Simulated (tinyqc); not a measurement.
Worked calculation (part 1 of 2): UHF in the sto-3g basis, for LiH, spin multiplicity 3. Computed by tinyqc, a small Python program that keeps every step (integrals from PySCF). Settings: charge = 0, multiplicity = 3, basis = sto-3g, energy threshold = 1e-08, iteration cap = 70, orthogonalisation = symmetric, start = core, DIIS depth = 6, DIIS from iteration = 2, shift = 0.5, method = UHF. Command: `OMP_NUM_THREADS=1 python tinyqc.py 22084 22085 out.jsonl` (the two numbers bound the seeds that draw the settings). One thread of a shared host (Intel(R) Xeon(R) Processor @ 2.60GHz), about 0.1 s of CPU time with the checks. Later iterations appear only in the table of the cycle.

## One-electron integrals

Geometry (angstrom):
```
atom,x,y,z
Li,0.000000,0.000000,0.000000
H,0.000000,0.000000,2.217000
```

Basis sto-3g: exponents (1/bohr^2) and contraction coefficients of normalised primitives:
```
element,l (shell),exponent,coefficient
Li,s (1),16.119575,0.154329
Li,s (1),2.936201,0.535328
Li,s (1),0.794651,0.444635
Li,s (2),0.636290,-0.099967
Li,s (2),0.147860,0.399513
Li,s (2),0.048089,0.700115
Li,p (3),0.636290,0.155916
Li,p (3),0.147860,0.607684
Li,p (3),0.048089,0.391957
H,s (1),3.425251,0.154329
H,s (1),0.623914,0.535328
H,s (1),0.168855,0.444635
```

Overlap, kinetic and nuclear-attraction integrals over the contracted functions; the nuclear repulsion is the sum of Za Zb / Rab.

nuclear repulsion = 0.71607200 hartree

overlap S, lower triangle:
```
,1Li 1s,1Li 2s,1Li 2px,1Li 2py,1Li 2pz,2H 1s
1Li 1s,1.000000
1Li 2s,0.241137,1.000000
1Li 2px,0.000000,0.000000,1.000000
1Li 2py,0.000000,0.000000,0.000000,1.000000
1Li 2pz,0.000000,0.000000,0.000000,0.000000,1.000000
2H 1s,0.016652,0.251505,0.000000,0.000000,0.366310,1.000000
```

kinetic energy T (hartree), lower triangle:
```
,1Li 1s,1Li 2s,1Li 2px,1Li 2py,1Li 2pz,2H 1s
1Li 1s,3.576786
1Li 2s,-0.020237,0.102163
1Li 2px,0.000000,0.000000,0.319682
1Li 2py,0.000000,0.000000,0.000000,0.319682
1Li 2pz,0.000000,0.000000,0.000000,0.000000,0.319682
2H 1s,-0.006827,0.011186,0.000000,0.000000,0.049177,0.760032
```

nuclear attraction V (hartree), lower triangle:
```
,1Li 1s,1Li 2s,1Li 2px,1Li 2py,1Li 2pz,2H 1s
1Li 1s,-8.221572
1Li 2s,-1.021900,-1.436896
1Li 2px,0.000000,0.000000,-1.405430
1Li 2py,0.000000,0.000000,0.000000,-1.405430
1Li 2pz,-0.008389,-0.086954,0.000000,0.000000,-1.470888
2H 1s,-0.067253,-0.391831,0.000000,0.000000,-0.576736,-1.942604
```

core Hamiltonian H = T + V (hartree), lower triangle:
```
,1Li 1s,1Li 2s,1Li 2px,1Li 2py,1Li 2pz,2H 1s
1Li 1s,-4.644786
1Li 2s,-1.042138,-1.334733
1Li 2px,0.000000,0.000000,-1.085749
1Li 2py,0.000000,0.000000,0.000000,-1.085749
1Li 2pz,-0.008389,-0.086954,0.000000,0.000000,-1.151206
2H 1s,-0.074080,-0.380646,0.000000,0.000000,-0.527559,-1.182572
```

## Two-electron integrals

Functions are numbered as in S; the eight-fold symmetry (ij|kl) = (ji|kl) = (kl|ij) leaves the list below.

Two-electron integrals (ij|kl) in chemists' order, unique and non-zero (hartree):
```
i,j,k,l,(ij|kl)
1,1,1,1,1.680395
2,1,1,1,0.265420
2,1,2,1,0.049941
2,2,1,1,0.397727
2,2,2,1,0.092860
2,2,2,2,0.290562
3,1,3,1,0.008981
3,2,3,1,0.013788
3,2,3,2,0.064184
3,3,1,1,0.396640
3,3,2,1,0.092880
3,3,2,2,0.290497
3,3,3,3,0.312946
4,1,4,1,0.008981
4,2,4,1,0.013788
4,2,4,2,0.064184
4,3,4,3,0.016869
4,4,1,1,0.396640
4,4,2,1,0.092880
4,4,2,2,0.290497
4,4,3,3,0.279207
4,4,4,4,0.312946
5,1,5,1,0.008981
5,2,5,1,0.013788
5,2,5,2,0.064184
5,3,5,3,0.016869
5,4,5,4,0.016869
5,5,1,1,0.396640
5,5,2,1,0.092880
5,5,2,2,0.290497
5,5,3,3,0.279207
5,5,4,4,0.279207
5,5,5,5,0.312946
6,1,1,1,0.017346
6,1,2,1,0.003306
6,1,2,2,0.006350
6,1,3,3,0.006270
6,1,4,4,0.006270
6,1,5,1,0.000441
6,1,5,2,0.000862
6,1,5,5,0.006512
6,1,6,1,0.000245
6,2,1,1,0.074945
6,2,2,1,0.017873
6,2,2,2,0.063954
6,2,3,3,0.060198
6,2,4,4,0.060198
6,2,5,1,0.002732
6,2,5,2,0.020227
6,2,5,5,0.071408
6,2,6,1,0.001450
6,2,6,2,0.028642
6,3,3,1,0.001015
6,3,3,2,0.005633
6,3,5,3,0.002654
6,3,6,3,0.001453
6,4,4,1,0.001015
6,4,4,2,0.005633
6,4,5,4,0.002654
6,4,6,4,0.001453
6,5,1,1,0.103793
6,5,2,1,0.024892
6,5,2,2,0.091307
6,5,3,3,0.085044
6,5,4,4,0.085044
6,5,5,1,0.004195
6,5,5,2,0.031274
6,5,5,5,0.103750
6,5,6,1,0.002060
6,5,6,2,0.043706
6,5,6,5,0.067059
6,6,1,1,0.238642
6,6,2,1,0.057522
6,6,2,2,0.226590
6,6,3,3,0.207828
6,6,4,4,0.207828
6,6,5,1,0.008340
6,6,5,2,0.081254
6,6,5,5,0.263983
6,6,6,1,0.004693
6,6,6,2,0.134430
6,6,6,5,0.210330
6,6,6,6,0.774606
```

## Orthogonalisation

S = U s U^T; symmetric (Loewdin) form X = U s^(-1/2) U^T, so that X^T S X = 1.

eigenvalues of S: 0.536036  0.806279  1.000000  1.000000  1.182798  1.474886

X, lower triangle:
```
,1Li 1s,1Li 2s,1Li 2px,1Li 2py,1Li 2pz,2H 1s
1Li 1s,1.023416
1Li 2s,-0.129321,1.052404
1Li 2px,0.000000,0.000000,1.000000
1Li 2py,0.000000,0.000000,0.000000,1.000000
1Li 2pz,-0.005851,0.041833,0.000000,0.000000,1.059075
2H 1s,0.017981,-0.148197,0.000000,0.000000,-0.210235,1.087531
```

## Starting guess

The start is the orbitals of the core Hamiltonian; D(s) = C_occ C_occ^T for each spin.

D(alpha) at the start, lower triangle:
```
,1Li 1s,1Li 2s,1Li 2px,1Li 2py,1Li 2pz,2H 1s
1Li 1s,1.063389
1Li 2s,-0.264586,1.105282
1Li 2px,0.000000,0.000000,0.000000
1Li 2py,0.000000,0.000000,0.000000,0.000000
1Li 2pz,0.007811,-0.063862,0.000000,0.000000,0.374022
2H 1s,0.027777,-0.135383,0.000000,0.000000,0.373787,0.378240
```

D(beta) at the start, lower triangle:
```
,1Li 1s,1Li 2s,1Li 2px,1Li 2py,1Li 2pz,2H 1s
1Li 1s,1.011331
1Li 2s,-0.025026,0.000619
1Li 2px,0.000000,0.000000,0.000000
1Li 2py,0.000000,0.000000,0.000000,0.000000
1Li 2pz,0.000243,-0.000006,0.000000,0.000000,0.000000
2H 1s,0.004648,-0.000115,0.000000,0.000000,0.000001,0.000021
```

## Iteration 1: building the Fock matrix

J_ij = sum D_kl (ij|kl) with D = D(alpha) + D(beta), K_ij = sum D_kl (ik|jl) for each spin; F = H + J - K(s); E = tr D H + tr D J / 2 - 0.5 sum_s tr D(s) K(s) + E_nn.

Coulomb J (hartree), lower triangle:
```
,1Li 1s,1Li 2s,1Li 2px,1Li 2py,1Li 2pz,2H 1s
1Li 1s,4.069487
1Li 2s,0.694917,1.338420
1Li 2px,0.000000,0.000000,1.321091
1Li 2py,0.000000,0.000000,0.000000,1.321091
1Li 2pz,0.003962,0.040713,0.000000,0.000000,1.365914
2H 1s,0.046366,0.315888,0.000000,0.000000,0.454757,1.214990
```

exchange K(alpha) (hartree), lower triangle:
```
,1Li 1s,1Li 2s,1Li 2px,1Li 2py,1Li 2pz,2H 1s
1Li 1s,1.705510
1Li 2s,0.272378,0.358759
1Li 2px,0.000000,0.000000,0.080570
1Li 2py,0.000000,0.000000,0.000000,0.080570
1Li 2pz,0.000546,0.018763,0.000000,0.000000,0.284935
2H 1s,0.022429,0.137209,0.000000,0.000000,0.240872,0.464768
```

exchange K(beta) (hartree), lower triangle:
```
,1Li 1s,1Li 2s,1Li 2px,1Li 2py,1Li 2pz,2H 1s
1Li 1s,1.686342
1Li 2s,0.257643,0.046192
1Li 2px,0.000000,0.000000,0.008441
1Li 2py,0.000000,0.000000,0.000000,0.008441
1Li 2pz,0.000579,0.000140,0.000000,0.000000,0.008466
2H 1s,0.016724,0.003031,0.000000,0.000000,0.000409,0.000223
```

F(alpha) (hartree), lower triangle:
```
,1Li 1s,1Li 2s,1Li 2px,1Li 2py,1Li 2pz,2H 1s
1Li 1s,-2.280809
1Li 2s,-0.619598,-0.355072
1Li 2px,0.000000,0.000000,0.154772
1Li 2py,0.000000,0.000000,0.000000,0.154772
1Li 2pz,-0.004972,-0.065003,0.000000,0.000000,-0.070227
2H 1s,-0.050143,-0.201967,0.000000,0.000000,-0.313673,-0.432351
```

F(beta) (hartree), lower triangle:
```
,1Li 1s,1Li 2s,1Li 2px,1Li 2py,1Li 2pz,2H 1s
1Li 1s,-2.261641
1Li 2s,-0.604863,-0.042505
1Li 2px,0.000000,0.000000,0.226902
1Li 2py,0.000000,0.000000,0.000000,0.226902
1Li 2pz,-0.005006,-0.046381,0.000000,0.000000,0.206241
2H 1s,-0.044438,-0.067788,0.000000,0.000000,-0.073211,0.032194
```

total energy of this density = -7.67572873 hartree

## Iteration 1: diagonalisation and new density

A level shift of 0.5 hartree raises the virtual space: F + shift (S - S D(s) S), with D(s) the density of one spin. Diagonalise F' = X^T F X, C = X C', fill 3 alpha and 1 beta electrons from the bottom; D(s) = C_occ C_occ^T. Each column has its largest component positive (the first on a tie).

F' = X^T F X (alpha) (hartree), lower triangle:
```
,1,2,3,4,5,6
1,-2.231804
2,-0.326520,-0.210814
3,0.000000,0.000000,0.654772
4,0.000000,0.000000,0.000000,0.654772
5,-0.009458,0.021293,0.000000,0.000000,0.281823
6,0.016136,-0.154436,0.000000,0.000000,-0.512299,-0.062098
```

orbital energies (alpha) (hartree): MO1 -2.283303, MO2 -0.472486, MO3 -0.131924, MO4 0.654772, MO5 0.654772, MO6 0.664822

coefficients C (alpha):
```
,MO1,MO2,MO3,MO4,MO5,MO6
1Li 1s,0.990782,-0.094347,-0.266579,0.000000,0.000000,-0.053364
1Li 2s,0.035831,0.275752,1.001181,0.000000,0.000000,0.261350
1Li 2px,0.000000,0.000000,0.000000,0.991174,-0.132571,0.000000
1Li 2py,0.000000,0.000000,0.000000,0.132571,0.991174,0.000000
1Li 2pz,0.003235,0.400749,-0.244457,0.000000,0.000000,0.973269
2H 1s,-0.001228,0.687113,-0.300764,0.000000,0.000000,-0.828627
```

F' = X^T F X (beta) (hartree), lower triangle:
```
,1,2,3,4,5,6
1,-2.205819
2,-0.401297,0.592250
3,0.000000,0.000000,0.726902
4,0.000000,0.000000,0.000000,0.726902
5,-0.007927,-0.011335,0.000000,0.000000,0.762530
6,0.011520,-0.086143,0.000000,0.000000,-0.138479,0.599488
```

orbital energies (beta) (hartree): MO1 -2.262264, MO2 0.480947, MO3 0.681487, MO4 0.726902, MO5 0.726902, MO6 0.848281

coefficients C (beta):
```
,MO1,MO2,MO3,MO4,MO5,MO6
1Li 1s,0.995424,-0.108389,-0.239374,0.000000,0.000000,-0.067416
1Li 2s,0.018550,0.364123,0.958186,0.000000,0.000000,0.311353
1Li 2px,0.000000,0.000000,0.000000,0.479843,0.877354,0.000000
1Li 2py,0.000000,0.000000,0.000000,0.877354,-0.479843,0.000000
1Li 2pz,0.003274,0.283653,-0.306228,0.000000,0.000000,0.996683
2H 1s,-0.003100,0.718326,-0.363580,0.000000,0.000000,-0.775252
```

D(alpha) after iteration 1, lower triangle:
```
,1Li 1s,1Li 2s,1Li 2px,1Li 2py,1Li 2pz,2H 1s
1Li 1s,1.061615
1Li 2s,-0.257410,1.079687
1Li 2px,0.000000,0.000000,0.000000
1Li 2py,0.000000,0.000000,0.000000,0.000000
1Li 2pz,0.030563,-0.134122,0.000000,0.000000,0.220370
2H 1s,0.014133,-0.111690,0.000000,0.000000,0.348880,0.562585
```

D(beta) after iteration 1, lower triangle:
```
,1Li 1s,1Li 2s,1Li 2px,1Li 2py,1Li 2pz,2H 1s
1Li 1s,0.990869
1Li 2s,0.018466,0.000344
1Li 2px,0.000000,0.000000,0.000000
1Li 2py,0.000000,0.000000,0.000000,0.000000
1Li 2pz,0.003259,0.000061,0.000000,0.000000,0.000011
2H 1s,-0.003085,-0.000057,0.000000,0.000000,-0.000010,0.000010
```

Within a degenerate level the vectors are fixed only up to a rotation; this is one choice.

## Iteration 2: building the Fock matrix

As before.

Coulomb J (hartree), lower triangle:
```
,1Li 1s,1Li 2s,1Li 2px,1Li 2py,1Li 2pz,2H 1s
1Li 1s,4.029424
1Li 2s,0.687474,1.326821
1Li 2px,0.000000,0.000000,1.307933
1Li 2py,0.000000,0.000000,0.000000,1.307933
1Li 2pz,0.003929,0.046756,0.000000,0.000000,1.357513
2H 1s,0.045873,0.324608,0.000000,0.000000,0.469911,1.296602
```

exchange K(alpha) (hartree), lower triangle:
```
,1Li 1s,1Li 2s,1Li 2px,1Li 2py,1Li 2pz,2H 1s
1Li 1s,1.703386
1Li 2s,0.270308,0.349519
1Li 2px,0.000000,0.000000,0.076893
1Li 2py,0.000000,0.000000,0.000000,0.076893
1Li 2pz,0.001581,0.004035,0.000000,0.000000,0.243951
2H 1s,0.021033,0.150596,0.000000,0.000000,0.250813,0.586263
```

exchange K(beta) (hartree), lower triangle:
```
,1Li 1s,1Li 2s,1Li 2px,1Li 2py,1Li 2pz,2H 1s
1Li 1s,1.674764
1Li 2s,0.271053,0.052898
1Li 2px,0.000000,0.000000,0.009424
1Li 2py,0.000000,0.000000,0.000000,0.009424
1Li 2pz,0.001005,0.000277,0.000000,0.000000,0.009403
2H 1s,0.018240,0.003640,0.000000,0.000000,0.000512,0.000284
```

F(alpha) (hartree), lower triangle:
```
,1Li 1s,1Li 2s,1Li 2px,1Li 2py,1Li 2pz,2H 1s
1Li 1s,-2.318748
1Li 2s,-0.624972,-0.357431
1Li 2px,0.000000,0.000000,0.145292
1Li 2py,0.000000,0.000000,0.000000,0.145292
1Li 2pz,-0.006041,-0.044232,0.000000,0.000000,-0.037643
2H 1s,-0.049239,-0.206634,0.000000,0.000000,-0.308460,-0.472233
```

F(beta) (hartree), lower triangle:
```
,1Li 1s,1Li 2s,1Li 2px,1Li 2py,1Li 2pz,2H 1s
1Li 1s,-2.290126
1Li 2s,-0.625716,-0.060810
1Li 2px,0.000000,0.000000,0.212761
1Li 2py,0.000000,0.000000,0.000000,0.212761
1Li 2pz,-0.005465,-0.040474,0.000000,0.000000,0.196904
2H 1s,-0.046447,-0.059677,0.000000,0.000000,-0.058159,0.113746
```

total energy of this density = -7.73823245 hartree

## Iteration 2: diagonalisation and new density

As before.

F' = X^T F X (alpha) (hartree), lower triangle:
```
,1,2,3,4,5,6
1,-2.269882
2,-0.328672,-0.203821
3,0.000000,0.000000,0.645292
4,0.000000,0.000000,0.000000,0.645292
5,-0.019529,0.073767,0.000000,0.000000,0.390839
6,0.021514,-0.172609,0.000000,0.000000,-0.494138,-0.188542
```

orbital energies (alpha) (hartree): MO1 -2.320953, MO2 -0.509568, MO3 -0.142331, MO4 0.645292, MO5 0.645292, MO6 0.701446

coefficients C (alpha):
```
,MO1,MO2,MO3,MO4,MO5,MO6
1Li 1s,0.991450,-0.082231,-0.265288,0.000000,0.000000,-0.065957
1Li 2s,0.033468,0.230093,1.002471,0.000000,0.000000,0.298294
1Li 2px,0.000000,0.000000,0.000000,0.991251,0.131989,0.000000
1Li 2py,0.000000,0.000000,0.000000,-0.131989,0.991251,0.000000
1Li 2pz,0.003698,0.297467,-0.248580,0.000000,0.000000,1.008628
2H 1s,-0.002165,0.777038,-0.281866,0.000000,0.000000,-0.752307
```

F' = X^T F X (beta) (hartree), lower triangle:
```
,1,2,3,4,5,6
1,-2.225699
2,-0.437294,0.571868
3,0.000000,0.000000,0.712761
4,0.000000,0.000000,0.000000,0.712761
5,-0.009640,-0.007645,0.000000,0.000000,0.749315
6,0.012810,-0.087473,0.000000,0.000000,-0.137306,0.686025
```

orbital energies (beta) (hartree): MO1 -2.292498, MO2 0.526050, MO3 0.677535, MO4 0.712761, MO5 0.712761, MO6 0.870423

coefficients C (beta):
```
,MO1,MO2,MO3,MO4,MO5,MO6
1Li 1s,0.992151,-0.152442,-0.223620,0.000000,0.000000,-0.082788
1Li 2s,0.031105,0.518361,0.861551,0.000000,0.000000,0.368856
1Li 2px,0.000000,0.000000,0.000000,0.997062,-0.076602,0.000000
1Li 2py,0.000000,0.000000,0.000000,0.076602,0.997062,0.000000
1Li 2pz,0.004194,0.346359,-0.460361,0.000000,0.000000,0.914170
2H 1s,-0.004961,0.576608,-0.345441,0.000000,0.000000,-0.892959
```

D(alpha) after iteration 2, lower triangle:
```
,1Li 1s,1Li 2s,1Li 2px,1Li 2py,1Li 2pz,2H 1s
1Li 1s,1.060112
1Li 2s,-0.251682,1.059012
1Li 2px,0.000000,0.000000,0.000000
1Li 2py,0.000000,0.000000,0.000000,0.000000
1Li 2pz,0.045151,-0.180625,0.000000,0.000000,0.150292
2H 1s,0.008733,-0.103844,0.000000,0.000000,0.301201,0.683241
```

D(beta) after iteration 2, lower triangle:
```
,1Li 1s,1Li 2s,1Li 2px,1Li 2py,1Li 2pz,2H 1s
1Li 1s,0.984364
1Li 2s,0.030860,0.000967
1Li 2px,0.000000,0.000000,0.000000
1Li 2py,0.000000,0.000000,0.000000,0.000000
1Li 2pz,0.004161,0.000130,0.000000,0.000000,0.000018
2H 1s,-0.004922,-0.000154,0.000000,0.000000,-0.000021,0.000025
```

Within a degenerate level the vectors are fixed only up to a rotation; this is one choice.

## Iteration 3: building the Fock matrix

As before.

Coulomb J (hartree), lower triangle:
```
,1Li 1s,1Li 2s,1Li 2px,1Li 2py,1Li 2pz,2H 1s
1Li 1s,4.009628
1Li 2s,0.683584,1.320353
1Li 2px,0.000000,0.000000,1.300544
1Li 2py,0.000000,0.000000,0.000000,1.300544
1Li 2pz,0.003569,0.048346,0.000000,0.000000,1.352923
2H 1s,0.045593,0.329052,0.000000,0.000000,0.477740,1.341875
```

exchange K(alpha) (hartree), lower triangle:
```
,1Li 1s,1Li 2s,1Li 2px,1Li 2py,1Li 2pz,2H 1s
1Li 1s,1.702092
1Li 2s,0.269358,0.342340
1Li 2px,0.000000,0.000000,0.074528
1Li 2py,0.000000,0.000000,0.000000,0.074528
1Li 2pz,0.001915,-0.009799,0.000000,0.000000,0.219481
2H 1s,0.020270,0.154351,0.000000,0.000000,0.249044,0.652446
```

exchange K(beta) (hartree), lower triangle:
```
,1Li 1s,1Li 2s,1Li 2px,1Li 2py,1Li 2pz,2H 1s
1Li 1s,1.670379
1Li 2s,0.274787,0.054978
1Li 2px,0.000000,0.000000,0.009742
1Li 2py,0.000000,0.000000,0.000000,0.009742
1Li 2pz,0.001184,0.000336,0.000000,0.000000,0.009706
2H 1s,0.018760,0.003857,0.000000,0.000000,0.000552,0.000310
```

F(alpha) (hartree), lower triangle:
```
,1Li 1s,1Li 2s,1Li 2px,1Li 2py,1Li 2pz,2H 1s
1Li 1s,-2.337249
1Li 2s,-0.627912,-0.356720
1Li 2px,0.000000,0.000000,0.140268
1Li 2py,0.000000,0.000000,0.000000,0.140268
1Li 2pz,-0.006735,-0.028808,0.000000,0.000000,-0.017764
2H 1s,-0.048757,-0.205945,0.000000,0.000000,-0.298863,-0.493144
```

F(beta) (hartree), lower triangle:
```
,1Li 1s,1Li 2s,1Li 2px,1Li 2py,1Li 2pz,2H 1s
1Li 1s,-2.305537
1Li 2s,-0.633340,-0.069358
1Li 2px,0.000000,0.000000,0.205053
1Li 2py,0.000000,0.000000,0.000000,0.205053
1Li 2pz,-0.006004,-0.038943,0.000000,0.000000,0.192010
2H 1s,-0.047246,-0.055451,0.000000,0.000000,-0.050371,0.158992
```

total energy of this density = -7.76189397 hartree

## Iteration 3: DIIS over 2 matrices

error matrix X^T (FDS - SDF) X (alpha):
```
,1,2,3,4,5,6
1,0.000000,0.000099,0.000000,0.000000,0.004258,-0.005030
2,-0.000099,0.000000,0.000000,0.000000,-0.023176,0.029091
3,0.000000,0.000000,0.000000,0.000000,0.000000,0.000000
4,0.000000,0.000000,0.000000,0.000000,0.000000,0.000000
5,-0.004258,0.023176,0.000000,0.000000,0.000000,0.073614
6,0.005030,-0.029091,0.000000,0.000000,-0.073614,0.000000
```

B (overlaps of the stored error matrices):
```
,1,2
1,3.6175600e-02,2.2156234e-02
2,2.2156234e-02,1.3882531e-02
```

Minimise |sum c_i e_i|^2 with sum c_i = 1: solve [B -1; -1 0][c; lambda] = [0; -1] with B_ij = tr e_i^T e_j summed over both spins, and take F = sum c_i F_i.

DIIS coefficients: -1.439991  2.439991

extrapolated F(alpha) (hartree), lower triangle:
```
,1Li 1s,1Li 2s,1Li 2px,1Li 2py,1Li 2pz,2H 1s
1Li 1s,-2.363892
1Li 2s,-0.632145,-0.355695
1Li 2px,0.000000,0.000000,0.133033
1Li 2py,0.000000,0.000000,0.000000,0.133033
1Li 2pz,-0.007734,-0.006598,0.000000,0.000000,0.010861
2H 1s,-0.048063,-0.204952,0.000000,0.000000,-0.285042,-0.523255
```

extrapolated F(beta) (hartree), lower triangle:
```
,1Li 1s,1Li 2s,1Li 2px,1Li 2py,1Li 2pz,2H 1s
1Li 1s,-2.327729
1Li 2s,-0.644317,-0.081667
1Li 2px,0.000000,0.000000,0.193954
1Li 2py,0.000000,0.000000,0.000000,0.193954
1Li 2pz,-0.006781,-0.036739,0.000000,0.000000,0.184964
2H 1s,-0.048398,-0.049365,0.000000,0.000000,-0.039156,0.224147
```

## Iteration 3: diagonalisation and new density

As before.

F' = X^T F X (alpha) (hartree), lower triangle:
```
,1,2,3,4,5,6
1,-2.314949
2,-0.332397,-0.192391
3,0.000000,0.000000,0.633033
4,0.000000,0.000000,0.000000,0.633033
5,-0.030276,0.134360,0.000000,0.000000,0.475803
6,0.024249,-0.175808,0.000000,0.000000,-0.449537,-0.302415
```

orbital energies (alpha) (hartree): MO1 -2.365826, MO2 -0.537733, MO3 -0.157577, MO4 0.633033, MO5 0.633033, MO6 0.727184

coefficients C (alpha):
```
,MO1,MO2,MO3,MO4,MO5,MO6
1Li 1s,0.992127,-0.066979,-0.263567,0.000000,0.000000,-0.078691
1Li 2s,0.031049,0.174477,1.001232,0.000000,0.000000,0.337815
1Li 2px,0.000000,0.000000,0.000000,-0.598681,0.800987,0.000000
1Li 2py,0.000000,0.000000,0.000000,0.800987,0.598681,0.000000
1Li 2pz,0.004036,0.203564,-0.262434,0.000000,0.000000,1.028249
2H 1s,-0.003153,0.853767,-0.247999,0.000000,0.000000,-0.677330
```

F' = X^T F X (beta) (hartree), lower triangle:
```
,1,2,3,4,5,6
1,-2.258876
2,-0.455155,0.550724
3,0.000000,0.000000,0.693954
4,0.000000,0.000000,0.000000,0.693954
5,-0.011493,-0.006714,0.000000,0.000000,0.732470
6,0.013278,-0.089651,0.000000,0.000000,-0.136895,0.803852
```

orbital energies (beta) (hartree): MO1 -2.330823, MO2 0.558060, MO3 0.675073, MO4 0.693954, MO5 0.693954, MO6 0.925860

coefficients C (beta):
```
,MO1,MO2,MO3,MO4,MO5,MO6
1Li 1s,0.990676,-0.210491,-0.177268,0.000000,0.000000,0.085401
1Li 2s,0.036587,0.735519,0.676675,0.000000,0.000000,-0.384415
1Li 2px,0.000000,0.000000,0.000000,-0.695990,0.718052,0.000000
1Li 2py,0.000000,0.000000,0.000000,0.718052,0.695990,0.000000
1Li 2pz,0.004961,0.370858,-0.662480,0.000000,0.000000,-0.768884
2H 1s,-0.005723,0.355376,-0.292460,0.000000,0.000000,1.018504
```

D(alpha) after iteration 3, lower triangle:
```
,1Li 1s,1Li 2s,1Li 2px,1Li 2py,1Li 2pz,2H 1s
1Li 1s,1.058270
1Li 2s,-0.244774,1.033872
1Li 2px,0.000000,0.000000,0.000000
1Li 2py,0.000000,0.000000,0.000000,0.000000
1Li 2pz,0.059539,-0.227115,0.000000,0.000000,0.110326
2H 1s,0.005052,-0.099440,0.000000,0.000000,0.238867,0.790432
```

D(beta) after iteration 3, lower triangle:
```
,1Li 1s,1Li 2s,1Li 2px,1Li 2py,1Li 2pz,2H 1s
1Li 1s,0.981439
1Li 2s,0.036246,0.001339
1Li 2px,0.000000,0.000000,0.000000
1Li 2py,0.000000,0.000000,0.000000,0.000000
1Li 2pz,0.004915,0.000182,0.000000,0.000000,0.000025
2H 1s,-0.005670,-0.000209,0.000000,0.000000,-0.000028,0.000033
```

Within a degenerate level the vectors are fixed only up to a rotation; this is one choice.
